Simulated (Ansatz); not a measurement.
A run of Ansatz (development build ahead of 0.2.0) on quartet Si₂(+) at this shape:

```yaml
atoms:
  - { symbol: Si, position_ang: [0.0000, 0.0000, -1.2321] }
  - { symbol: Si, position_ang: [0.0000, 0.0000, 1.2321] }
```

Its results:

```
Converged                       : yes
Reference energy                : -577.29618 hartree
Correlation energy              : -0.10618 hartree
Total energy                    : -577.40237 hartree
Spin squared of the determinant : 3.768
Stability test                  : minimum
```

Messages of the program:
```
mean field -15709.02944392 eV, -577.2961841015 hartree, gradient 3.7e-6 eV, S^2 3.768260; 6 other ends of a descent, 0 dependent functions left out
```

Which input gives this output? Name the method, the orbitals and the basis set, and write the input.

UHF-MP2 in def2-SVP.

```yaml
crystal:
  periodic: [false, false, false]
  atoms:
    - { symbol: Si, position_ang: [0.0, 0.0, -1.2321] }
    - { symbol: Si, position_ang: [0.0, 0.0, 1.2321] }
basis:
  gaussian: { orbitals: def2-SVP }
total_charge: 1
magnetization:
  spin_polarized: true
  initial_magnetization: 3
hamiltonian:
  xc: hf
correlation:
  method: mp2
  frozen_orbitals: { Si: 5 }
```

Caution: the determinant may break the point group.
